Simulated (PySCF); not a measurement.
Species: C4H5NO.
Atom-mapped SMILES: `[N:1]#[C:2][CH2:3][C@@H:4]1[CH2:5][O:6]1` (hydrogens: H7, H8 on C3; H9 on C4; H10, H11 on C5)

The same species was optimised twice, with GFN2-xTB and with PBE0-D3(BJ)/def2-SVP (PySCF), and the same property calculations (PySCF, gas phase) were run on both structures.

| coordinate | GFN2-xTB | PBE0-D3(BJ)/def2-SVP | change |
| --- | --- | --- | --- |
| C2–C3 (Å) | 1.442 | 1.457 | +0.015 |
| N1≡C2 (Å) | 1.142 | 1.157 | +0.015 |
| C5–O6 (Å) | 1.400 | 1.414 | +0.014 |
| C4–O6 (Å) | 1.393 | 1.403 | +0.010 |
| C3–C4 (Å) | 1.520 | 1.513 | -0.007 |
| C4–C5 (Å) | 1.464 | 1.461 | -0.003 |
| C3–C4–O6 (°) | 117.2 | 115.2 | -2.0 |
| C2–C3–C4 (°) | 110.5 | 112.5 | +2.0 |
| C4–O6–C5 (°) | 63.2 | 62.5 | -0.7 |
| N1–C2–C3 (°) | 179.4 | 178.8 | -0.6 |
| C5–C4–O6 (°) | 58.6 | 59.1 | +0.5 |
| C3–C4–C5 (°) | 120.7 | 121.1 | +0.4 |
| C4–C5–O6 (°) | 58.2 | 58.4 | +0.2 |
| C2–C3–C4–C5 (°) | -85 | -96 | -11 |

Rotational constants: A = 11720, B = 2081, C = 1896 MHz (GFN2-xTB) against A = 12407, B = 1972, C = 1828 MHz (PBE0-D3(BJ)/def2-SVP). Point groups within 0.08 Å: C1 and C1.

On the GFN2-xTB structure: isotropic polarisability (au) 51.7 [CAM-B3LYP/def2-SVPD]; HOMO (eV) -10.06 [CAM-B3LYP/def2-SVPD]; LUMO (eV) 1.06 [CAM-B3LYP/def2-SVPD]; dipole (D) 2.13 [CAM-B3LYP/def2-SVPD]; HOMO (eV) -8.47 [PBE0/pcSseg-1]; LUMO (eV) 0.56 [PBE0/pcSseg-1]; dipole (D) 2.10 [PBE0/pcSseg-1]; GIAO shielding of N1 (ppm) -36.4 [PBE0/pcSseg-1]; GIAO shielding of C2 (ppm) 66.5 [PBE0/pcSseg-1]; GIAO shielding of C3 (ppm) 164.2 [PBE0/pcSseg-1]; GIAO shielding of C4 (ppm) 140.0 [PBE0/pcSseg-1]; GIAO shielding of C5 (ppm) 142.3 [PBE0/pcSseg-1]; GIAO shielding of O6 (ppm) 312.9 [PBE0/pcSseg-1].

**Question.** What do these properties become on the PBE0-D3(BJ)/def2-SVP structure?

**Answer.** 
| property | level | on GFN2-xTB | on PBE0-D3(BJ)/def2-SVP | change |
| --- | --- | --- | --- | --- |
| isotropic polarisability (au) | CAM-B3LYP/def2-SVPD | 51.7 | 52.7 | +1.0 |
| HOMO (eV) | CAM-B3LYP/def2-SVPD | -10.06 | -10.09 | -0.03 |
| LUMO (eV) | CAM-B3LYP/def2-SVPD | 1.06 | 1.02 | -0.04 |
| dipole (D) | CAM-B3LYP/def2-SVPD | 2.13 | 2.27 | +0.14 |
| energy, GFN2-xTB geometry as zero (kcal/mol) | CAM-B3LYP/def2-SVPD | 0.0 | -0.8 | -0.8 |
| HOMO (eV) | PBE0/pcSseg-1 | -8.47 | -8.50 | -0.03 |
| LUMO (eV) | PBE0/pcSseg-1 | 0.56 | 0.45 | -0.11 |
| dipole (D) | PBE0/pcSseg-1 | 2.10 | 2.25 | +0.15 |
| energy, GFN2-xTB geometry as zero (kcal/mol) | PBE0/pcSseg-1 | 0.0 | -0.7 | -0.7 |
| GIAO shielding of N1 (ppm) | PBE0/pcSseg-1 | -36.4 | -43.7 | -7.3 |
| GIAO shielding of C2 (ppm) | PBE0/pcSseg-1 | 66.5 | 63.8 | -2.7 |
| GIAO shielding of C3 (ppm) | PBE0/pcSseg-1 | 164.2 | 161.5 | -2.7 |
| GIAO shielding of C4 (ppm) | PBE0/pcSseg-1 | 140.0 | 138.0 | -2.0 |
| GIAO shielding of C5 (ppm) | PBE0/pcSseg-1 | 142.3 | 138.0 | -4.3 |
| GIAO shielding of O6 (ppm) | PBE0/pcSseg-1 | 312.9 | 313.1 | +0.2 |

The heavy atoms differ by 0.089 Å rms after alignment. Among bonds between heavy atoms N1≡C2, C2–C3 and C5–O6 change most and about equally (+0.014 to +0.015 Å). Changes are differences of the printed values. Neither structure is proved a minimum here.

Shape of the structure used: `[N:1]#[C:2][CH2:3][C@@H:4]1[CH2:5][O:6]1`: C2–C3–C4–C5 -96°.
